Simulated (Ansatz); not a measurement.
Energy needed to pull apart CH$_{4}$Si$_{2}$ (SMILES [SiH2]=C=[SiH2]), singlet, into free ground-state atoms, from the structure below (at a frame of a short PBE0-D4/def2-SVP trajectory); no zero-point or spin–orbit terms; open-shell atoms are treated unrestricted, in their ground-state multiplicity.

```csv
atom,x (Å),y (Å),z (Å)
Si1,-1.3032,0.3616,-0.8698
C2,0.3720,0.1947,-0.5274
Si3,1.3299,-0.3656,0.8285
H4,-2.5880,0.1387,-0.1006
H5,-1.6049,0.8728,-2.2839
H6,1.0993,-0.7001,2.3018
H7,2.8535,-0.4352,0.7858
```

Program: Ansatz 0.2.0. Basis: def2-TZVPP. Cores are frozen in the correlated methods.

```json
{"method": "PBE-D4", "atomization energy (eV)": "?"}
{"method": "r2SCAN-D4", "atomization energy (eV)": "21.19"}
{"method": "PBE0-D4", "atomization energy (eV)": "20.93"}
{"method": "wB97M-V", "atomization energy (eV)": "?"}
{"method": "HF", "atomization energy (eV)": "14.67"}
{"method": "MP2", "atomization energy (eV)": "20.64"}
{"method": "CCSD", "atomization energy (eV)": "19.96"}
{"method": "CCSD(T)", "atomization energy (eV)": "20.43"}
```

(1) What does PBE-D4 give? (Judge from chemistry; the value comes from the calculation.)

(2) What does wB97M-V give? (To be estimated.)

The T1 diagnostic stays at or below 0.018.

## Answers

(1) The calculation gives: 21.37 eV, which is about 0.94 eV more than CCSD(T)/def2-TZVPP.

(2) By the calculation: 21.06 eV, which is about 0.63 eV more than CCSD(T)/def2-TZVPP.

In triple zeta the MP2 and coupled-cluster atomization energies are still short of their basis limit by a few kcal/mol a bond, whereas those of the functionals are nearly converged, so these differences are not deviations from converged CCSD(T).

For scale, one of the runs: CCSD(T)/def2-TZVPP forces, 171 basis functions, launched by `ansatz run in.yaml --threads 2 --pin off --events-out ev --progress --plain --max-ram 3481MiB`. The run took 93 s on 2 CPU threads of an Arm Neoverse V2 (shared host), with 2.4 GiB of host memory at its peak.
